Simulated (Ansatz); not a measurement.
## Ansatz (development build ahead of 0.2.0) run

```yaml
crystal:
  periodic: [false, false, false]
  atoms:
    - { symbol: C, position_ang: [-0.00966, -0.05006, -0.72078] }
    - { symbol: "N", position_ang: [0.02999, -0.15364, 0.71855] }
    - { symbol: H, position_ang: [0.02514, 0.91184, 1.14828] }
    - { symbol: H, position_ang: [0.01984, -1.05258, -1.24784] }
    - { symbol: H, position_ang: [-0.1043, 0.82065, -1.24242] }
basis:
  gaussian: { orbitals: "6-31G" }
hamiltonian:
  xc: hf
correlation:
  method: mp2
  frozen_orbitals: { C: 1, H: 0, "N": 1 }
```

The input is written out in the form of the current development build from the run's settings.

Results

| Property | Result |
| --- | --- |
| Converged | yes |
| Reference energy | -93.92923 hartree |
| Correlation energy | -0.22819 hartree |
| Total energy | -94.15742 hartree |
| Spin squared of the determinant | 0.000 |
